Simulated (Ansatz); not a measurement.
# NHCl (quartet): wave-function methods side by side at distance Cl1–H2 along a hydrogen transfer = 1.740 Å, cc-pVTZ

Aim: climb from Hartree-Fock through coupled cluster and multireference methods for NHCl (quartet) at one geometry and basis, and see what each rung misses.

Program: Ansatz 0.2.0, Gaussian basis. Level of theory: cc-pVTZ, core rule «outside noble gas», up to 6 orbitals frozen. These are calculated values, not measurements.

The runs, in order: UHF; CCSD(T) on ROHF; CCSD(T) on UHF; BCCD(T) on ROHF; CCSDT(Q) on ROHF; CCSDT(Q) on UHF; CASSCF and MRCISD+Q, 5 electrons in 5 orbitals; CASSCF and NEVPT2, 5 electrons in 5 orbitals; CASSCF and MRCISD+Q, 13 electrons in 9 orbitals; CASSCF and NEVPT2, 13 electrons in 9 orbitals.

**1. The system**

The geometry derives from fragments relaxed apart (PBE0/def2-TZVP) and kept rigid, so it is no stationary point. A hydrogen atom is moved between rigid fragments.

3 atoms, charge 0, spin multiplicity 4.

Atoms are counted from 1 here; the program's logs count them from 0.

Bond lengths: H2–N3 1.224 Å.

**2. UHF**

The input, in.yaml:

```yaml
crystal:
  periodic: [false, false, false]
  atoms:
    - {symbol: Cl, position_ang: [0.000000, 0.000000, -1.568000]}
    - {symbol: H, position_ang: [0.000000, 0.000000, 0.172000]}
    - {symbol: N, position_ang: [0.000000, 0.000000, 1.396000]}
basis:
  gaussian: {orbitals: cc-pVTZ}
magnetization: {spin_polarized: true, initial_magnetization: 3}
hamiltonian: {xc: hf}
output: {orbitals: {seedname: orbitals}}
```

Run with:

```
ansatz run in.yaml --threads 1 --pin off --events-out ev --progress --plain --max-ram 4096MiB --backend cpu
```

After this run come: CCSD(T) on ROHF; CCSD(T) on UHF; BCCD(T) on ROHF; CCSDT(Q) on ROHF; CCSDT(Q) on UHF; CASSCF and MRCISD+Q, 5 electrons in 5 orbitals; CASSCF and NEVPT2, 5 electrons in 5 orbitals; CASSCF and MRCISD+Q, 13 electrons in 9 orbitals; CASSCF and NEVPT2, 13 electrons in 9 orbitals.

**Question.** What will the summary of the whole plan be? Wanted: UCCSDT(Q) below the RHF energy; RMP2 from UCCSDT(Q); UMP2 from UCCSDT(Q); RCCSD from UCCSDT(Q); RCCSD(T) from UCCSDT(Q); UCCSD(T) from UCCSDT(Q); RCCSDT(Q) from UCCSDT(Q); NEVPT2 pair from UCCSDT(Q); MRCISD+Q pair from UCCSDT(Q).

The runs gave:

```
                         quantity                      value
   UCCSDT(Q) below the RHF energy                -10.6239 eV
              RMP2 from UCCSDT(Q)            +33.99 kcal/mol
              UMP2 from UCCSDT(Q)            +35.42 kcal/mol
             RCCSD from UCCSDT(Q)            +10.15 kcal/mol
          RCCSD(T) from UCCSDT(Q)             +1.22 kcal/mol
          UCCSD(T) from UCCSDT(Q)             +1.26 kcal/mol
         RCCSDT(Q) from UCCSDT(Q)             +0.08 kcal/mol
       NEVPT2 pair from UCCSDT(Q)            +31.35 kcal/mol
     MRCISD+Q pair from UCCSDT(Q)             +4.62 kcal/mol
    NEVPT2 valence from UCCSDT(Q)            +44.84 kcal/mol
levels within 1 kcal/mol (43 meV)  RCCSDT, UCCSDT, RCCSDT(Q)
                    T1 diagnostic                      0.048
   effectively unpaired electrons                       3.03
```

**Reading.** RCCSD(T) lands +1.22 kcal/mol from the yardstick (0.5 % of the correlation energy). The occupations are near whole numbers, but T1 = 0.048 shows that the orbitals relax strongly. Of the multireference levels listed MRCISD+Q valence comes nearest in total energy (+4.03 kcal/mol), which doesn't show that its space is the better one. These misses are within one basis, not against nature; the frozen cores of restricted and unrestricted runs differ, which can shift their rows.
